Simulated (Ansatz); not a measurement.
# How far each method lies from RCCSDTQ for H2I⁺, singlet

Geometry: a point of a breathe scan, not a stationary point.

```yaml
atoms:
  - { symbol: I, position_ang: [0.0000, -0.0155, 0.0000] }
  - { symbol: H, position_ang: [0.0000, 0.9781, -1.0104] }
  - { symbol: H, position_ang: [0.0000, 0.9781, 1.0104] }
```

Basis def2-SVP with its core potentials; Ansatz 0.2.0. Correlated methods freeze the noble-gas cores and the filled d shells of p-block atoms, which leaves 8 electrons in 27 orbitals. Prefix R: restricted or restricted open-shell reference. Active spaces: pair = (2e, 2o) about the gap; valence = (8e, 6o) chosen from the atoms' valence shells. No spin–orbit coupling is included; scalar relativity enters through the core potentials alone.

Full CI isn't at hand for all of this; RCCSDTQ serves as the reference, and is uncertain by about the last step of the cluster series.

```
UHF ⟨S²⟩                          : 0.000
T1 diagnostic (RCCSD)             : 0.0072
largest doubles amplitude (RCCSD) : 0.058
```

| level | E − E(RCCSDTQ) (kJ/mol) | share of correlation (%) | wall time |
| --- | --- | --- | --- |
| RHF | 351.9 | 0.00 | – |
| RMP2 | 57.8 | 83.57 | – |
| CISD | 20.7 | 94.13 | 1.3 s |
| RCCSD | 7.4 | 97.89 | – |
| RCCSD(T) | 1.2 | 99.65 | 1.1 s |
| BCCD(T) | 1.2 | 99.65 | 0.69 s |
| RCCSDT | 0.4 | 99.89 | – |
| RCCSDT(Q) | 0.0 | 99.99 | 2.1 s |
| CASSCF (pair space) | 314.1 | 10.74 | – |
| NEVPT2 (pair space) | 57.7 | 83.59 | 1.4 s |
| MRCISD (pair space) | 16.0 | 95.46 | – |
| MRCISD+Q (pair space) | -1.3 | 100.37 | 1.6 s |
| CASSCF (valence space) | 268.5 | 23.70 | – |
| NEVPT2 (valence space) | 62.0 | 82.37 | 1.3 s |
| MRCISD (valence space) | 11.2 | 96.82 | – |
| MRCISD+Q (valence space) | -1.1 | 100.31 | 1.8 s |

The correlation energy at RCCSDTQ, counted from RHF, is -3.647 eV. That run took 30 s on 1 thread of Arm Neoverse N1, shared host.

Times hold each run's SCF and search for its determinant on a shared host, so for small cases they say little of a method's own cost; they ran on 1 thread of Arm Neoverse N1.

Natural occupations of CASSCF (valence space) about the gap: 1.999 1.998 1.980 1.975 0.028 0.019; effectively unpaired electrons, Σ n²(2−n)², 0.01.
